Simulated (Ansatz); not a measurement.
We consider rock-salt HfC, described by PBE-D3(BJ) (plane waves, PAW; Ansatz, an electronic-structure program).

Numerical settings: plane-wave cutoff 520 eV, 16×16×16 k mesh, Fermi–Dirac smearing 0.1 eV, perturbation theory, scalar-relativistic PAW data made under PBE.

Cell (relaxed at this level):

Space group Fm-3m (No. 225); a = b = c = 4.620 Å, α = β = γ = 90.00°

```
atom  site  symmetry       x       y       z
----  ----  --------  ------  ------  ------
Hf      4a      m-3m  0.0000  0.0000  0.0000
C       4b      m-3m  0.5000  0.5000  0.5000
```
(The calculation used a cell of 2 atoms; values per cell refer to that cell.)

**Question.** Give the computed zone-centre TO phonon frequency.

**Answer.** 
* **zone-centre TO phonon frequency**: 448 cm⁻¹

Note: the dispersion coefficients are held fixed in the derivatives.

Spin–orbit coupling is not included.

Cost on a shared machine: about 19 core-minutes (a rough figure).
